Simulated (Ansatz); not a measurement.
For hcp Ti, RPBE in Ansatz (plane waves, PAW) gives:

```
Quantity              Result
-------------------  -------
lattice parameter a  2.967 Å
lattice parameter c  4.696 Å
```

What does r²SCANh (Ansatz, an electronic-structure program, PAW) give for the same quantities?


- lattice constant a: 2.925 Å (falls by 1.4 %)
- lattice parameter c: 4.659 Å (decreases by 0.8 %)

For comparison: lattice constant a 2.950 Å (measured, 293 K, not corrected to a static lattice; as tabulated in Wikipedia's data pages); lattice parameter c 4.683 Å (measured, 293 K, not corrected to a static lattice; as tabulated in Wikipedia's data pages).

Changes are worked out from the printed values.

Unless a cell is named, each level is at its own relaxed cell (RPBE 17.90, r²SCANh 17.26 Å³/atom).

The crystal itself was run without spin with RPBE, r²SCANh; a magnetic state was not tried in these runs.

Ansatz's density-functional and Hartree–Fock values are scalar-relativistic unless marked +SOC, with PAW data made under PBE.
